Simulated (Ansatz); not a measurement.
Relaxed structures of CH2NS (charge +1), closed shell (PBE0-D4/def2-TZVP; forces vanish, vibrations not checked; lower isomers may exist, and structures with a doubtful reference or unclear bonds are left out; Å). Computed with Ansatz 0.2.0 (basis: def2-TZVPP); correlated methods freeze the cores.

Q: Rank them by CCSD(T) energy, lowest first, and give each one's height above the lowest. Links in brackets join atoms within 1.22 times the sum of their covalent radii (1.1 for two metals). (An estimate is asked for; the value comes from the calculation.)
A.
CH₂NS ([CH][N][SH]), total charge +1
```
5
angstrom
N 0.0654 -0.1782 0.0620
C -0.8624 -0.8184 -0.1155
S 1.4839 0.5949 0.3789
H -1.7445 -1.4149 -0.2869
H 1.0148 1.7888 -0.0471
```
B.
CH₂NS ([N][C][SH2]), total charge +1
```
5
angstrom
N -0.8194 -0.9101 -0.2088
C 0.0577 -0.2614 0.1568
S 1.2876 0.6986 0.8276
H 2.3544 -0.0177 0.3716
H 1.3535 1.6363 -0.1601
```
C.
CH₂NS ([NH][C][SH]), total charge +1
```
5
angstrom
N -0.8630 -0.8188 -0.1157
C 0.0795 -0.1972 0.0710
S 1.4955 0.5993 0.3820
H -1.6972 -1.3599 -0.2827
H 0.9851 1.7766 -0.0546
```

A: By the calculation: C (0.00 kcal/mol), A (19.12 kcal/mol), B (37.14 kcal/mol). Heights count from the lowest.

T1 diagnostic: at most 0.017.

For scale, one of the runs: CCSD(T)/def2-TZVPP, 132 basis functions, launched by `ansatz run in.yaml --threads 2 --pin off --events-out ev --progress --plain --max-ram 4352MiB`. Hardware: 2 CPU threads of an Arm Neoverse V2, shared host. Wall time 7 s; peak host memory 0.64 GiB.
